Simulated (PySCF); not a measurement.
# H₃OF, a complex of two parts: interaction energy, part 2 of 3

PySCF 2.14.0. Atoms count from 0, parts from 1.

### Step 5. Coupled-cluster interaction energy: CCSD(T) and MP2, 1.84 Å

The job: settings as JSON, then the geometry in Å.

```
{"job": {"kind": "intercc", "basis": "aug-cc-pVDZ", "basis_mid": "aug-cc-pVTZ", "basis_large": "aug-cc-pVQZ"}, "charge": 0, "multiplicity": 1, "parts": [{"atoms": "0-2", "charge": 0, "multiplicity": 1}, {"atoms": "3-4", "charge": 0, "multiplicity": 1}]}
O      0.011685     0.395525    -0.022830
H      0.788927    -0.082315    -0.326280
H     -0.720640    -0.223687    -0.091345
F     -0.466149     2.694277    -1.515007
H     -0.297767     1.929235    -0.989770
```

Method: CCSD(T)/aug-cc-pVDZ and MP2/aug-cc-pVTZ, aug-cc-pVQZ counterpoise interaction energy, frozen core, gas phase.

What it wrote:

```text
part 1, own basis, geometry of the cluster: E = -76.0603231585 (as before)

part 2, own basis, geometry of the cluster: E = -100.0592067595 (as before)

part 1, own basis, relaxed alone: E = -76.0604053955 (as before)

part 2, own basis, relaxed alone: E = -100.0608782152 (as before)

cluster
final grid: 4032 points
cycle   1  E = -176.1313825250  dE = -5.723e-03  |g| = 3.170e-02  |ddm| = 4.938e-01
cycle   2  E = -176.1318575764  dE = -4.751e-04  |g| = 1.185e-02  |ddm| = 7.758e-02
cycle   3  E = -176.1319320839  dE = -7.451e-05  |g| = 5.181e-03  |ddm| = 2.767e-02
cycle   4  E = -176.1319408118  dE = -8.728e-06  |g| = 1.433e-03  |ddm| = 8.747e-03
cycle   5  E = -176.1319416086  dE = -7.967e-07  |g| = 2.661e-04  |ddm| = 3.158e-03
cycle   6  E = -176.1319416422  dE = -3.367e-08  |g| = 6.764e-05  |ddm| = 7.702e-04
cycle   7  E = -176.1319416434  dE = -1.122e-09  |g| = 2.445e-05  |ddm| = 1.159e-04
cycle   8  E = -176.1319416435  dE = -1.765e-10  |g| = 3.960e-06  |ddm| = 5.098e-05
converged SCF energy = -176.1319416435

part 1 in the basis of the cluster
final grid: 4032 points
cycle   1  E = -76.0604022329  dE = -7.964e-05  |g| = 2.006e-03  |ddm| = 3.701e-01
cycle   2  E = -76.0604034834  dE = -1.250e-06  |g| = 2.856e-04  |ddm| = 4.639e-02
cycle   3  E = -76.0604035193  dE = -3.590e-08  |g| = 4.198e-05  |ddm| = 7.336e-03
cycle   4  E = -76.0604035198  dE = -5.782e-10  |g| = 2.192e-05  |ddm| = 3.331e-04
converged SCF energy = -76.0604035198

part 2 in the basis of the cluster
final grid: 4032 points
cycle   1  E = -100.0592637641  dE = -5.799e-05  |g| = 1.620e-03  |ddm| = 1.909e-01
cycle   2  E = -100.0592645551  dE = -7.910e-07  |g| = 2.126e-04  |ddm| = 1.938e-02
cycle   3  E = -100.0592645714  dE = -1.632e-08  |g| = 1.424e-05  |ddm| = 2.540e-03
cycle   4  E = -100.0592645715  dE = -7.856e-11  |g| = 2.678e-06  |ddm| = 8.405e-05
converged SCF energy = -100.0592645715

Interaction energy (kcal/mol)
  counterpoise       -8.393
  uncorrected        -8.913
  dispersion part     0.000
  deformation         0.334
  binding            -8.059

Decomposition of the uncorrected value (kcal/mol)
  electrostatic     -11.706
  Pauli               7.859
  orbital            -3.942
  dispersion          0.000
  correlation        -1.124

Charge of each part in the cluster: 0.022 -0.022
part 1, own basis, geometry of the cluster: E = -76.0656846089 (as before)

part 2, own basis, geometry of the cluster: E = -100.0665907084 (as before)

part 1, own basis, relaxed alone: E = -76.0657738116 (as before)

part 2, own basis, relaxed alone: E = -100.0683486511 (as before)

cluster
final grid: 4032 points
cycle   1  E = -176.1440951608  dE = -5.870e-03  |g| = 3.215e-02  |ddm| = 5.723e-01
cycle   2  E = -176.1445833920  dE = -4.882e-04  |g| = 1.212e-02  |ddm| = 7.645e-02
cycle   3  E = -176.1446598851  dE = -7.649e-05  |g| = 5.168e-03  |ddm| = 2.725e-02
cycle   4  E = -176.1446687035  dE = -8.818e-06  |g| = 1.508e-03  |ddm| = 8.746e-03
cycle   5  E = -176.1446695303  dE = -8.268e-07  |g| = 2.853e-04  |ddm| = 2.998e-03
cycle   6  E = -176.1446695688  dE = -3.852e-08  |g| = 6.754e-05  |ddm| = 8.466e-04
cycle   7  E = -176.1446695700  dE = -1.152e-09  |g| = 2.577e-05  |ddm| = 1.249e-04
cycle   8  E = -176.1446695702  dE = -1.860e-10  |g| = 4.095e-06  |ddm| = 5.754e-05
converged SCF energy = -176.1446695702

part 1 in the basis of the cluster
final grid: 4032 points
cycle   1  E = -76.0657162704  dE = -3.152e-05  |g| = 1.162e-03  |ddm| = 3.667e-01
cycle   2  E = -76.0657166204  dE = -3.500e-07  |g| = 1.440e-04  |ddm| = 3.937e-02
cycle   3  E = -76.0657166287  dE = -8.274e-09  |g| = 1.414e-05  |ddm| = 5.588e-03
cycle   4  E = -76.0657166288  dE = -1.161e-10  |g| = 2.987e-06  |ddm| = 3.049e-04
converged SCF energy = -76.0657166288

part 2 in the basis of the cluster
final grid: 4032 points
cycle   1  E = -100.0666258202  dE = -3.585e-05  |g| = 1.183e-03  |ddm| = 2.521e-01
cycle   2  E = -100.0666262193  dE = -3.991e-07  |g| = 1.442e-04  |ddm| = 2.323e-02
cycle   3  E = -100.0666262269  dE = -7.641e-09  |g| = 1.030e-05  |ddm| = 2.800e-03
cycle   4  E = -100.0666262270  dE = -4.628e-11  |g| = 2.659e-06  |ddm| = 1.016e-04
converged SCF energy = -100.0666262270

Interaction energy (kcal/mol)
  counterpoise       -8.589
  uncorrected        -8.893
  dispersion part     0.000
  deformation         0.430
  binding            -8.159

Decomposition of the uncorrected value (kcal/mol)
  electrostatic     -11.627
  Pauli               7.894
  orbital            -4.044
  dispersion          0.000
  correlation        -1.116

Charge of each part in the cluster: 0.022 -0.022
part 1 in the basis of the cluster: E(HF) = -76.041500435  E2 = -0.220309394  E(CCSD corr) = -0.228036031  (T) = -0.005345284
part 2 in the basis of the cluster: E(HF) = -100.031808984  E2 = -0.224164273  E(CCSD corr) = -0.227723703  (T) = -0.004339055
cluster: E(HF) = -176.085565113  E2 = -0.444986564  E(CCSD corr) = -0.455941993  (T) = -0.009915140

Counterpoise interaction energy (kcal/mol)
  hf_small                  -7.691
  mp2_small                 -8.012
  ccsd_small                -7.805
  ccsdt_small               -7.950
  hf_large                  -7.735
  mp2_large                 -8.589
  hf_middle                 -7.702
  mp2_middle                -8.393
  scs_mp2_large             -8.104
  mp2_limit                 -8.708
  ccsdt_less_mp2             0.063
  ccsdt_limit_estimate      -8.646
  bsse_mp2_large             0.304
```

It took 28 s on 1 thread of Arm Neoverse N1, shared host; peak memory 0.43 GiB.

Contacts at this geometry (a selection, picked against the atoms' radii; other short pairs can be missing):

| atoms | distance (Å) | kind (by distance and angle) | angle (°) |
| --- | --- | --- | --- |
| H4···O0 | 1.84 | hydrogen bond | 178 |

Differences are taken before rounding.

| method | interaction energy (kcal/mol) | from CCSD(T), limit estimate (kcal/mol) |
| --- | --- | --- |
| HF/aug-cc-pVDZ | -7.69 | +0.95 |
| MP2/aug-cc-pVDZ | -8.01 | +0.63 |
| CCSD/aug-cc-pVDZ | -7.80 | +0.84 |
| CCSD(T)/aug-cc-pVDZ | -7.95 | +0.70 |
| HF/aug-cc-pVQZ | -7.74 | +0.91 |
| MP2/aug-cc-pVQZ | -8.59 | +0.06 |
| SCS-MP2/aug-cc-pVQZ | -8.10 | +0.54 |
| MP2, extrapolated | -8.71 | -0.06 |
| CCSD(T), limit estimate | -8.65 | 0 |

These energies keep the parts at their geometry in the cluster; deforming them to it costs 0.43 kcal/mol (MP2).

### Step 6. Coupled-cluster interaction energy: CCSD(T) and MP2, 1.59 Å

The job, as its differences from that of step 5:

```diff
@@ -4,3 +4,3 @@
 H     -0.720640    -0.223687    -0.091345
-F     -0.466149     2.694277    -1.515007
-H     -0.297767     1.929235    -0.989770
+F     -0.423951     2.485135    -1.383151
+H     -0.255569     1.720093    -0.857914
```

Method: CCSD(T)/aug-cc-pVDZ and MP2/aug-cc-pVTZ, aug-cc-pVQZ counterpoise interaction energy, frozen core, gas phase.

What it wrote:

```text
part 1, own basis, geometry of the cluster: E = -76.0603231585 (as before)

part 2, own basis, geometry of the cluster: E = -100.0592067595 (as before)

part 1, own basis, relaxed alone: E = -76.0604053955 (as before)

part 2, own basis, relaxed alone: E = -100.0608782152 (as before)

cluster
final grid: 4032 points
cycle   1  E = -176.1297737636  dE = -1.303e-02  |g| = 4.915e-02  |ddm| = 6.914e-01
cycle   2  E = -176.1308310155  dE = -1.057e-03  |g| = 1.795e-02  |ddm| = 1.129e-01
cycle   3  E = -176.1309975221  dE = -1.665e-04  |g| = 7.201e-03  |ddm| = 4.316e-02
cycle   4  E = -176.1310133079  dE = -1.579e-05  |g| = 2.262e-03  |ddm| = 1.235e-02
cycle   5  E = -176.1310150829  dE = -1.775e-06  |g| = 4.003e-04  |ddm| = 4.504e-03
cycle   6  E = -176.1310151552  dE = -7.236e-08  |g| = 9.044e-05  |ddm| = 1.161e-03
cycle   7  E = -176.1310151576  dE = -2.369e-09  |g| = 3.625e-05  |ddm| = 1.766e-04
cycle   8  E = -176.1310151579  dE = -3.411e-10  |g| = 6.219e-06  |ddm| = 6.630e-05
converged SCF energy = -176.1310151579

part 1 in the basis of the cluster
final grid: 4032 points
cycle   1  E = -76.0604379968  dE = -1.154e-04  |g| = 2.481e-03  |ddm| = 4.578e-01
cycle   2  E = -76.0604396093  dE = -1.613e-06  |g| = 3.275e-04  |ddm| = 5.592e-02
cycle   3  E = -76.0604396507  dE = -4.139e-08  |g| = 4.496e-05  |ddm| = 8.218e-03
cycle   4  E = -76.0604396514  dE = -6.818e-10  |g| = 2.362e-05  |ddm| = 3.532e-04
converged SCF energy = -76.0604396514

part 2 in the basis of the cluster
final grid: 4032 points
cycle   1  E = -100.0592762962  dE = -7.106e-05  |g| = 1.778e-03  |ddm| = 2.533e-01
cycle   2  E = -100.0592772623  dE = -9.662e-07  |g| = 2.342e-04  |ddm| = 2.501e-02
cycle   3  E = -100.0592772827  dE = -2.038e-08  |g| = 1.852e-05  |ddm| = 3.274e-03
cycle   4  E = -100.0592772828  dE = -1.181e-10  |g| = 7.915e-06  |ddm| = 9.884e-05
converged SCF energy = -100.0592772828

Interaction energy (kcal/mol)
  counterpoise       -8.195
  uncorrected        -8.925
  dispersion part     0.000
  deformation         0.334
  binding            -7.861

Decomposition of the uncorrected value (kcal/mol)
  electrostatic     -18.180
  Pauli              19.928
  orbital            -8.956
  dispersion          0.000
  correlation        -1.716

Charge of each part in the cluster: 0.039 -0.039
part 1, own basis, geometry of the cluster: E = -76.0656846089 (as before)

part 2, own basis, geometry of the cluster: E = -100.0665907084 (as before)

part 1, own basis, relaxed alone: E = -76.0657738116 (as before)

part 2, own basis, relaxed alone: E = -100.0683486511 (as before)

cluster
final grid: 4032 points
cycle   1  E = -176.1424409016  dE = -1.310e-02  |g| = 4.928e-02  |ddm| = 8.124e-01
cycle   2  E = -176.1435106768  dE = -1.070e-03  |g| = 1.819e-02  |ddm| = 1.113e-01
cycle   3  E = -176.1436796864  dE = -1.690e-04  |g| = 7.060e-03  |ddm| = 4.233e-02
cycle   4  E = -176.1436953709  dE = -1.568e-05  |g| = 2.356e-03  |ddm| = 1.215e-02
cycle   5  E = -176.1436971446  dE = -1.774e-06  |g| = 4.283e-04  |ddm| = 4.250e-03
cycle   6  E = -176.1436972263  dE = -8.165e-08  |g| = 9.189e-05  |ddm| = 1.284e-03
cycle   7  E = -176.1436972287  dE = -2.457e-09  |g| = 3.742e-05  |ddm| = 2.173e-04
cycle   8  E = -176.1436972291  dE = -3.575e-10  |g| = 6.420e-06  |ddm| = 8.768e-05
converged SCF energy = -176.1436972291

part 1 in the basis of the cluster
final grid: 4032 points
cycle   1  E = -76.0657243902  dE = -3.956e-05  |g| = 1.321e-03  |ddm| = 4.791e-01
cycle   2  E = -76.0657247989  dE = -4.087e-07  |g| = 1.531e-04  |ddm| = 5.141e-02
cycle   3  E = -76.0657248077  dE = -8.863e-09  |g| = 1.487e-05  |ddm| = 6.842e-03
cycle   4  E = -76.0657248079  dE = -1.301e-10  |g| = 2.928e-06  |ddm| = 3.216e-04
converged SCF energy = -76.0657248079

part 2 in the basis of the cluster
final grid: 4032 points
cycle   1  E = -100.0666437602  dE = -5.405e-05  |g| = 1.462e-03  |ddm| = 3.217e-01
cycle   2  E = -100.0666443066  dE = -5.463e-07  |g| = 1.730e-04  |ddm| = 3.081e-02
cycle   3  E = -100.0666443170  dE = -1.037e-08  |g| = 1.393e-05  |ddm| = 3.882e-03
cycle   4  E = -100.0666443170  dE = -8.605e-11  |g| = 3.685e-06  |ddm| = 1.614e-04
converged SCF energy = -100.0666443170

Interaction energy (kcal/mol)
  counterpoise       -8.498
  uncorrected        -8.958
  dispersion part     0.000
  deformation         0.430
  binding            -8.068

Decomposition of the uncorrected value (kcal/mol)
  electrostatic     -18.103
  Pauli              19.945
  orbital            -9.010
  dispersion          0.000
  correlation        -1.790

Charge of each part in the cluster: 0.039 -0.039
part 1 in the basis of the cluster: E(HF) = -76.041589474  E2 = -0.220767950  E(CCSD corr) = -0.228460825  (T) = -0.005394857
part 2 in the basis of the cluster: E(HF) = -100.031827427  E2 = -0.224348856  E(CCSD corr) = -0.227903821  (T) = -0.004365479
cluster: E(HF) = -176.084370375  E2 = -0.445879375  E(CCSD corr) = -0.456541694  (T) = -0.010084852

Counterpoise interaction energy (kcal/mol)
  hf_small                  -6.873
  mp2_small                 -7.352
  ccsd_small                -6.984
  ccsdt_small               -7.188
  hf_large                  -7.109
  mp2_large                 -8.498
  hf_middle                 -7.090
  mp2_middle                -8.195
  scs_mp2_large             -7.720
  mp2_limit                 -8.705
  ccsdt_less_mp2             0.164
  ccsdt_limit_estimate      -8.541
  bsse_mp2_large             0.460
```

Wall time 28 s (1 thread of Arm Neoverse N1, shared host); peak memory 0.43 GiB.

Contacts at this geometry (a selection, picked against the atoms' radii; other short pairs can be missing):

| atoms | distance (Å) | kind (by distance and angle) | angle (°) |
| --- | --- | --- | --- |
| H4···O0 | 1.59 | hydrogen bond | 178 |

| method | interaction energy (kcal/mol) | from CCSD(T), limit estimate (kcal/mol) |
| --- | --- | --- |
| HF/aug-cc-pVDZ | -6.87 | +1.67 |
| MP2/aug-cc-pVDZ | -7.35 | +1.19 |
| CCSD/aug-cc-pVDZ | -6.98 | +1.56 |
| CCSD(T)/aug-cc-pVDZ | -7.19 | +1.35 |
| HF/aug-cc-pVQZ | -7.11 | +1.43 |
| MP2/aug-cc-pVQZ | -8.50 | +0.04 |
| SCS-MP2/aug-cc-pVQZ | -7.72 | +0.82 |
| MP2, extrapolated | -8.70 | -0.16 |
| CCSD(T), limit estimate | -8.54 | 0 |

These energies keep the parts at their geometry in the cluster; deforming them to it costs 0.43 kcal/mol (MP2).

### Step 7. Coupled-cluster interaction energy: CCSD(T) and MP2, 2.09 Å

The job, as its differences from that of step 6:

```diff
@@ -4,3 +4,3 @@
 H     -0.720640    -0.223687    -0.091345
-F     -0.423951     2.485135    -1.383151
-H     -0.255569     1.720093    -0.857914
+F     -0.508347     2.903420    -1.646862
+H     -0.339965     2.138378    -1.121625
```

Level: CCSD(T)/aug-cc-pVDZ and MP2/aug-cc-pVTZ, aug-cc-pVQZ counterpoise interaction energy, frozen core, gas phase.

What it wrote:

```text
part 1, own basis, geometry of the cluster: E = -76.0603231585 (as before)

part 2, own basis, geometry of the cluster: E = -100.0592067595 (as before)

part 1, own basis, relaxed alone: E = -76.0604053955 (as before)

part 2, own basis, relaxed alone: E = -100.0608782152 (as before)

cluster
final grid: 4032 points
cycle   1  E = -176.1299393103  dE = -2.701e-03  |g| = 2.166e-02  |ddm| = 3.449e-01
cycle   2  E = -176.1301674542  dE = -2.281e-04  |g| = 8.443e-03  |ddm| = 5.428e-02
cycle   3  E = -176.1302022165  dE = -3.476e-05  |g| = 4.213e-03  |ddm| = 1.875e-02
cycle   4  E = -176.1302083009  dE = -6.084e-06  |g| = 9.152e-04  |ddm| = 7.303e-03
cycle   5  E = -176.1302086861  dE = -3.852e-07  |g| = 1.840e-04  |ddm| = 2.146e-03
cycle   6  E = -176.1302087032  dE = -1.710e-08  |g| = 4.587e-05  |ddm| = 5.397e-04
cycle   7  E = -176.1302087037  dE = -5.265e-10  |g| = 1.691e-05  |ddm| = 8.163e-05
converged SCF energy = -176.1302087037

part 1 in the basis of the cluster
final grid: 4032 points
cycle   1  E = -76.0603833057  dE = -6.090e-05  |g| = 1.840e-03  |ddm| = 2.341e-01
cycle   2  E = -76.0603844095  dE = -1.104e-06  |g| = 2.711e-04  |ddm| = 3.089e-02
cycle   3  E = -76.0603844418  dE = -3.230e-08  |g| = 3.245e-05  |ddm| = 5.364e-03
cycle   4  E = -76.0603844422  dE = -4.317e-10  |g| = 1.671e-05  |ddm| = 2.905e-04
converged SCF energy = -76.0603844422

part 2 in the basis of the cluster
final grid: 4032 points
cycle   1  E = -100.0592529125  dE = -4.663e-05  |g| = 1.462e-03  |ddm| = 1.525e-01
cycle   2  E = -100.0592535493  dE = -6.368e-07  |g| = 1.917e-04  |ddm| = 1.526e-02
cycle   3  E = -100.0592535623  dE = -1.303e-08  |g| = 1.446e-05  |ddm| = 2.056e-03
cycle   4  E = -100.0592535624  dE = -5.588e-11  |g| = 6.600e-06  |ddm| = 9.813e-05
converged SCF energy = -100.0592535624

Interaction energy (kcal/mol)
  counterpoise       -7.022
  uncorrected        -7.418
  dispersion part     0.000
  deformation         0.334
  binding            -6.688

Decomposition of the uncorrected value (kcal/mol)
  electrostatic      -7.908
  Pauli               3.070
  orbital            -1.864
  dispersion          0.000
  correlation        -0.716

Charge of each part in the cluster: 0.013 -0.013
part 1, own basis, geometry of the cluster: E = -76.0656846089 (as before)

part 2, own basis, geometry of the cluster: E = -100.0665907084 (as before)

part 1, own basis, relaxed alone: E = -76.0657738116 (as before)

part 2, own basis, relaxed alone: E = -100.0683486511 (as before)

cluster
final grid: 4032 points
cycle   1  E = -176.1426630696  dE = -2.762e-03  |g| = 2.206e-02  |ddm| = 4.428e-01
cycle   2  E = -176.1428982457  dE = -2.352e-04  |g| = 8.653e-03  |ddm| = 5.660e-02
cycle   3  E = -176.1429340747  dE = -3.583e-05  |g| = 4.244e-03  |ddm| = 1.796e-02
cycle   4  E = -176.1429402422  dE = -6.167e-06  |g| = 9.680e-04  |ddm| = 7.216e-03
cycle   5  E = -176.1429406505  dE = -4.083e-07  |g| = 1.984e-04  |ddm| = 2.124e-03
cycle   6  E = -176.1429406703  dE = -1.976e-08  |g| = 4.633e-05  |ddm| = 6.001e-04
cycle   7  E = -176.1429406708  dE = -5.474e-10  |g| = 1.785e-05  |ddm| = 8.106e-05
converged SCF energy = -176.1429406708

part 1 in the basis of the cluster
final grid: 4032 points
cycle   1  E = -76.0657114098  dE = -2.680e-05  |g| = 1.106e-03  |ddm| = 3.006e-01
cycle   2  E = -76.0657117312  dE = -3.214e-07  |g| = 1.386e-04  |ddm| = 3.214e-02
cycle   3  E = -76.0657117390  dE = -7.797e-09  |g| = 1.362e-05  |ddm| = 4.690e-03
cycle   4  E = -76.0657117391  dE = -1.103e-10  |g| = 2.796e-06  |ddm| = 2.942e-04
converged SCF energy = -76.0657117391

part 2 in the basis of the cluster
final grid: 4032 points
cycle   1  E = -100.0666166120  dE = -2.647e-05  |g| = 1.025e-03  |ddm| = 2.233e-01
cycle   2  E = -100.0666169276  dE = -3.157e-07  |g| = 1.261e-04  |ddm| = 1.926e-02
cycle   3  E = -100.0666169335  dE = -5.899e-09  |g| = 8.124e-06  |ddm| = 2.183e-03
cycle   4  E = -100.0666169336  dE = -2.665e-11  |g| = 2.277e-06  |ddm| = 9.059e-05
converged SCF energy = -100.0666169336

Interaction energy (kcal/mol)
  counterpoise       -7.142
  uncorrected        -7.349
  dispersion part     0.000
  deformation         0.430
  binding            -6.712

Decomposition of the uncorrected value (kcal/mol)
  electrostatic      -7.877
  Pauli               3.091
  orbital            -1.907
  dispersion          0.000
  correlation        -0.655

Charge of each part in the cluster: 0.013 -0.013
part 1 in the basis of the cluster: E(HF) = -76.041365304  E2 = -0.220072648  E(CCSD corr) = -0.227811670  (T) = -0.005310901
part 2 in the basis of the cluster: E(HF) = -100.031791002  E2 = -0.224057737  E(CCSD corr) = -0.227617592  (T) = -0.004318430
cluster: E(HF) = -176.083848430  E2 = -0.444389062  E(CCSD corr) = -0.455502710  (T) = -0.009769490

Counterpoise interaction energy (kcal/mol)
  hf_small                  -6.709
  mp2_small                 -6.872
  ccsd_small                -6.755
  ccsdt_small               -6.843
  hf_large                  -6.659
  mp2_large                 -7.142
  hf_middle                 -6.633
  mp2_middle                -7.022
  scs_mp2_large             -6.842
  mp2_limit                 -7.210
  ccsdt_less_mp2             0.028
  ccsdt_limit_estimate      -7.182
  bsse_mp2_large             0.207
```

Wall time 28 s (1 thread of Arm Neoverse N1, shared host); peak memory 0.43 GiB.

Contacts at this geometry (a selection, picked against the atoms' radii; other short pairs can be missing):

| atoms | distance (Å) | kind (by distance and angle) | angle (°) |
| --- | --- | --- | --- |
| H4···O0 | 2.09 | hydrogen bond | 178 |

Differences are taken before rounding.

| method | interaction energy (kcal/mol) | from CCSD(T), limit estimate (kcal/mol) |
| --- | --- | --- |
| HF/aug-cc-pVDZ | -6.71 | +0.47 |
| MP2/aug-cc-pVDZ | -6.87 | +0.31 |
| CCSD/aug-cc-pVDZ | -6.76 | +0.43 |
| CCSD(T)/aug-cc-pVDZ | -6.84 | +0.34 |
| HF/aug-cc-pVQZ | -6.66 | +0.52 |
| MP2/aug-cc-pVQZ | -7.14 | +0.04 |
| SCS-MP2/aug-cc-pVQZ | -6.84 | +0.34 |
| MP2, extrapolated | -7.21 | -0.03 |
| CCSD(T), limit estimate | -7.18 | 0 |

These energies keep the parts at their geometry in the cluster; deforming them to it costs 0.43 kcal/mol (MP2).

[end of part 2 of 3]
